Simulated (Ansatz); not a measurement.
# Antimony, A7 rhombohedral under PBE: convergence with the cold (Marzari-Vanderbilt) smearing

How small must the cold (Marzari-Vanderbilt) smearing width be for energy and pressure to settle? The geometry was relaxed under PBE beforehand and stays fixed; 7 values are run, from 0.01 to 1.0 eV. Wanted are the values from which on the energy stays within 10 and 1 meV/atom, and the pressure within 0.5 GPa, of the narrowest run. Within the series other settings stay, but some runs also write fields, which adds to their time. Spin polarisation is left out.

Method: DFT PBE, plane waves with PAW, scalar-relativistic, in Ansatz 0.2.0.

### 1 The system as given

It takes space group R-3m (No. 166, trigonal). The conventional cell has a = 4.376 Å, b = 4.376 Å, c = 11.530 Å, α = 90.00°, β = 90.00°, γ = 120.00°. Sb (site symmetry 3m) is surrounded by 3 Sb at 2.95 Å.

Coordinates:

```cif
data_structure
_symmetry_space_group_name_H-M 'P 1'
_symmetry_Int_Tables_number 1
_cell_length_a 4.5992
_cell_length_b 4.5992
_cell_length_c 4.5992
_cell_angle_alpha 56.812
_cell_angle_beta 56.812
_cell_angle_gamma 56.812
_cell_volume 63.73
loop_
_atom_site_label
_atom_site_type_symbol
_atom_site_fract_x
_atom_site_fract_y
_atom_site_fract_z
_atom_site_occupancy
Sb1 Sb 0.23268 0.23268 0.23268 1
Sb2 Sb 0.76732 0.76732 0.76732 1
```

### 2 Width 0.01 eV

The run at 0.01 eV.

input.yaml reads:

```yaml
crystal:
  lattice:
    - [2.1879029667, 1.2631863668, 3.8431731385]
    - [-2.1879029667, 1.2631863668, 3.8431731385]
    - [0.0, -2.5263727336, 3.8431731385]
  atoms:
    - { symbol: Sb, position: [0.2326795448, 0.2326795448, 0.2326795448] }
    - { symbol: Sb, position: [0.7673204552, 0.7673204552, 0.7673204552] }
hamiltonian:
  xc: pbe
  pseudopotentials:
    kind: paw
    azcp:
      Sb: "pseudopotentials/Sb.paw.azcp"
basis:
  ecutwfc: 420
  fft_grid_basis: typed
kpoints:
  mp_grid: { grid: [9, 9, 9], shift: [0, 0, 0] }
magnetization:
  spin_polarized: false
scf:
  occupations: { method: cold, width: 0.01 }
  lower_state_search: "off"
output:
  stress: true
```

Command:

```console
ansatz run input.yaml --threads 1 --pin off --max-ram 3584MiB --backend cpu --events-out ev --progress --plain --runs-dir out
```

### 3 Width 0.03 eV

The run at 0.03 eV.

input.yaml: that of step 2 with these lines changed.

```diff
@@ -22,3 +22,3 @@
 scf:
-  occupations: { method: cold, width: 0.01 }
+  occupations: { method: cold, width: 0.03 }
   lower_state_search: "off"
```

### 4 Width 0.1 eV

The run at 0.1 eV.

input.yaml: that of step 3 with these lines changed.

```diff
@@ -22,3 +22,3 @@
 scf:
-  occupations: { method: cold, width: 0.03 }
+  occupations: { method: cold, width: 0.1 }
   lower_state_search: "off"
```

### 5 Width 0.2 eV

The run at 0.2 eV.

input.yaml: that of step 4 with these lines changed.

```diff
@@ -22,3 +22,3 @@
 scf:
-  occupations: { method: cold, width: 0.1 }
+  occupations: { method: cold, width: 0.2 }
   lower_state_search: "off"
```

### 6 Width 0.3 eV

The run at 0.3 eV.

input.yaml: that of step 5 with these lines changed.

```diff
@@ -22,3 +22,3 @@
 scf:
-  occupations: { method: cold, width: 0.2 }
+  occupations: { method: cold, width: 0.3 }
   lower_state_search: "off"
@@ -26 +26,5 @@
   stress: true
+  write_density: true
+  write_potential: true
+  elf: true
+  volumetric_format: npy
```

### 7 Width 0.6 eV

The run at 0.6 eV.

input.yaml: that of step 6 with these lines changed.

```diff
@@ -22,3 +22,3 @@
 scf:
-  occupations: { method: cold, width: 0.3 }
+  occupations: { method: cold, width: 0.6 }
   lower_state_search: "off"
@@ -26,5 +26 @@
   stress: true
-  write_density: true
-  write_potential: true
-  elf: true
-  volumetric_format: npy
```

### 8 Width 1.0 eV

The run at 1.0 eV.

input.yaml: that of step 7 with these lines changed.

```diff
@@ -22,3 +22,3 @@
 scf:
-  occupations: { method: cold, width: 0.6 }
+  occupations: { method: cold, width: 1.0 }
   lower_state_search: "off"
```

(Steps that only read results are left out.)

Q: Predict the outcome of this session.

As calculated:

| quantity | value |
| --- | --- |
| E(σ → 0) stays within 10 meV/atom of 0.01 eV | up to 0.6 eV |
| E(σ → 0) stays within 1 meV/atom | up to 0.3 eV |
| pressure stays within 0.5 GPa | up to 0.6 eV |
| pressure at 0.01 eV | 0.03 GPa |
| energy of a separate run on a finer mesh (14×14×14) | +4.6 meV/atom from 0.01 eV |

What this shows: At 1.0 eV the energy differs by +10.5 meV/atom and the pressure by -0.6 GPa. The free energy F moves by +40.2 meV/atom over the range, and the estimate for σ → 0 by +10.5. While the width stays far under the gap, it changes nothing. The yardstick itself is unsettled by 4.6 meV/atom against the finer mesh, so the thresholds above hold only within this series, and wider smearing, which averages over more states, can land nearer the fine-mesh value than the narrowest does. The cell taken over is 6 % larger than the measured one (30.20 Å³/atom, COD).
